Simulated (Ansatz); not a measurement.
Ideal-gas functions of C2H5FS (`CC(F)S`) at 600 K and 1 bar, from an Ansatz frequency run at PBE0-D4/def2-TZVP.

Molar mass 80.13 g/mol, point group C1 (symmetry number 1), electronic degeneracy 1, moments of inertia 57.211, 112.196, 154.177 u Å². Harmonic wavenumbers (cm⁻¹, unscaled): 244, 255, 329, 380, 460, 671, 889, 908, 1058, 1112, 1149, 1324, 1346, 1404, 1472, 1483, 2702, 3060, 3076, 3138, 3158.

Use S(trans) = R[1.5 ln M + 2.5 ln T − 1.1517]; rotational temperatures θ = 24.2544 K / I; S(rot) = R[ln(√π/σ · √(T³/θAθBθC)) + 1.5]; for each mode x = 1.438777 ν̃/T, S = R[x/(eˣ − 1) − ln(1 − e⁻ˣ)] and H = RT x/(eˣ − 1); 1 cm⁻¹ = 0.0119627 kJ/mol; R = 8.31446 J/(mol·K).

Problem. By hand: the entropy, in J/(mol·K).

Solution. Translation 178.1. Rotation: θ = 0.4239, 0.2162, 0.1573 K, giving 114.6. Vibration, mode by mode: 12.89, 12.53, 10.50, 9.37, 7.91, 5.20, 3.44, 3.31, 2.50, 2.25, 2.10, 1.51, 1.44, 1.29, 1.13, 1.11, 0.10, 0.05, 0.04, 0.04, 0.04, in all 78.7. Electronic 0.0. Sum 371.4 J/(mol·K).

Problem. By hand: H − E and G − E in kJ/mol, counted from the electronic energy.

Solution. Zero-point energy ½ × 29618 × 0.0119627 = 177.2; thermal vibration 27.3; translation, rotation and pV give 4 RT = 20.0. H − E = 224.5 kJ/mol, and G − E = 224.5 − 600 × 371.4/1000 = 1.7 kJ/mol.

Vibration gives 21 % of the entropy. The sum counts one conformer and one mirror image; others add a mixing term.
